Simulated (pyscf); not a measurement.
`[OH][SiH2][F]` + `[OH][SiH3]` → `[OH][SiH2][SiH]([OH])[F]` + `[H][H]`, a four-centre exchange (singlet surface; H–Si, H–Si broken, Si–Si, H–H formed). Structures and frequencies: ωB97X-D3(BJ)/def2-SVP in PySCF. Energies in kcal/mol from the separated reactants.

Small-basis levels: PySCF, no dispersion term, spherical d functions. 

**Question.** In single points BP86/6-31G* puts the saddle at 64.0 kcal/mol and the reaction energy at +5.7 kcal/mol. Should these be trusted to within a few kcal/mol? Compare with ωB97M-D3(BJ)/def2-TZVP.

**Answer.** ωB97M-D3(BJ)/def2-TZVP gives ΔE‡ = 67.3 kcal/mol and ΔE = +11.0 kcal/mol. BP86/6-31G* lies 3.2 kcal/mol under it in the barrier and 5.2 kcal/mol under it in the reaction energy, so on this step it does not hold to within 3.0 kcal/mol. ωB97M-D3(BJ)/def2-TZVP has limits of its own. At the saddle there is also a short H–Si contact that neither side keeps. The same reactants have a lower exit, to F–SiH₂–O–SiH₃ + H₂O (barrier +21.8 kcal/mol at ωB97M-D3(BJ)/def2-TZVP, against +67.3 kcal/mol here). This is the saddle that the search found; another between the same sides may lie lower.
